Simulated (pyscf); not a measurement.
Elementary routes open to F–GeH(F)–F + hydrogen fluoride (HF) in the gas phase (singlet surface):
A. hydrogen fluoride (HF) + F–Ge:–F [singlet] + hydrogen fluoride (HF) (F–Ge, Ge–H, F–H broken; F–H, F–H formed)
B. F–Ge(F)(F)–F + hydrogen (H₂) (Ge–H, F–H broken; F–Ge, H–H formed)

Structures and frequencies: ωB97X-D3(BJ)/def2-SVP in PySCF.

### Question
Rank the routes by free-energy barrier at 1200 K, lowest first, for ωB97M-D3(BJ)/def2-TZVP energies (ideal gas, 1 atm, RRHO with modes under 100 cm⁻¹ raised to 100, one conformer, R ln 2 for rigid chiral ones).

### Answer
A (281.6 kJ/mol), B (309.2 kJ/mol)

Route A is the fastest of these, ahead of the next by 27.6 kJ/mol. The most stable products are those of A (ΔG = -87.7 kJ/mol), so kinetics and thermodynamics agree. At 298 K A is still the fastest. A: On the reactant side the descent ends in a complex (not fully relaxed), 20.9 kJ/mol under the separated species and 161.0 kJ/mol under the saddle at ωB97X-D3(BJ)/def2-TZVP. On the product side the descent ends in a bound adduct, 47.1 kJ/mol under the separated species and 74.4 kJ/mol under the saddle at ωB97X-D3(BJ)/def2-TZVP. Only these routes are compared; each barrier is that of the saddle found, and lower ones may exist. Elements up to Kr have no core potential and no relativistic terms here.
